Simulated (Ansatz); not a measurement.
```yaml
crystal:
  periodic: [false, false, false]
  atoms:
    - {symbol: B, position_ang: [-2.321471, 0.477655, -0.178367]}
    - {symbol: Ga, position_ang: [-0.444869, -0.035347, 0.132009]}
    - {symbol: Si, position_ang: [1.925070, -0.145461, -0.260036]}
    - {symbol: H, position_ang: [2.032356, 1.375027, 0.027322]}
basis:
  gaussian: {orbitals: def2-TZVP}
magnetization: {spin_polarized: true, initial_magnetization: 3}
hamiltonian: {xc: pbe0}
relax: {f_tol: 0.004, max_steps: 80}
```

```sh
$ ansatz run in.yaml --threads 1 --pin off --events-out ev --progress --plain --max-ram 2176MiB
```

Steps of the relaxation (energy above the last step; positions in Å, forces in eV/Å):

```
4
step 1, 95.0 meV
B    -2.321    0.478   -0.178   -0.518   -0.010   -0.026
Ga   -0.445   -0.035    0.132    0.828    0.234   -0.047
Si    1.925   -0.145   -0.260   -0.105    0.081    0.057
H     2.032    1.375    0.027   -0.205   -0.305    0.016
```

```
4
step 2, 37.7 meV
B    -2.313    0.446   -0.165   -0.267    0.040    0.035
Ga   -0.364    0.096    0.111    0.438   -0.137   -0.141
Si    1.964   -0.191   -0.270   -0.300    0.182    0.143
H     1.904    1.320    0.046    0.130   -0.085   -0.038
```

```
4
step 3, 20.6 meV
B    -2.340    0.442   -0.149   -0.025   -0.026    0.054
Ga   -0.361    0.087    0.078    0.017    0.021   -0.108
Si    1.952   -0.185   -0.252   -0.041    0.076    0.068
H     1.940    1.328    0.045    0.049   -0.071   -0.014
```

```
4
step 4, 11.4 meV
B    -2.370    0.422   -0.123    0.105   -0.046    0.046
Ga   -0.365    0.107    0.026   -0.163    0.069   -0.075
Si    1.949   -0.184   -0.229    0.042    0.000    0.029
H     1.977    1.327    0.047    0.016   -0.023    0.000
```

```
4
step 6, 0.6 meV
B    -2.398    0.362   -0.057    0.004    0.000    0.000
Ga   -0.385    0.183   -0.100   -0.070    0.006    0.002
Si    1.930   -0.189   -0.172    0.052   -0.112   -0.017
H     2.044    1.316    0.050    0.014    0.105    0.015
```

```
4
step 9, 0.0 meV
B    -2.402    0.361   -0.057    0.000    0.000    0.000
Ga   -0.390    0.183   -0.099    0.000    0.000    0.000
Si    1.932   -0.191   -0.173   -0.001   -0.002    0.000
H     2.051    1.320    0.050    0.000    0.002    0.000
```

Close pairs at the end: Si3–H4 1.532 Å, B1–Ga2 2.020 Å, Ga2–Si3 2.353 Å.

A stationary point of unrestricted PBE0 after 9 steps, with ⟨S²⟩ = 3.756 against 3.75 for a pure state; no frequencies were run, so it isn't proven a minimum. 78 s on 1 thread of Intel Xeon 6975P-C, shared host.
